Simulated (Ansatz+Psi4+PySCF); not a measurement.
# singlet NaCl: levels of theory in one basis

```yaml
atoms:
  - { symbol: Na, position_ang: [0.0000, 0.0000, -1.4517] }
  - { symbol: Cl, position_ang: [0.0000, 0.0000, 2.1348] }
```

Basis set: cc-pCVTZ on Na; cc-pV(T+d)Z on Cl (spherical functions). Correlated methods keep 6 orbitals frozen. Charge 0, multiplicity 1.

Computed with Ansatz (development build ahead of 0.2.0) and Psi4 1.11; each method stands on the lowest determinant of its kind that the runs found.

| method | E − E(RHF) (eV) | <S²> of the determinant |
| --- | --- | --- |
| RHF | 0.00 | 0.00 |
| RHF-MP2 | -12.61 | – |
| RHF-CCSD | -13.16 | – |

Q: What does RHF-CCSD(T) give on the same scale?

A: -13.47 eV.
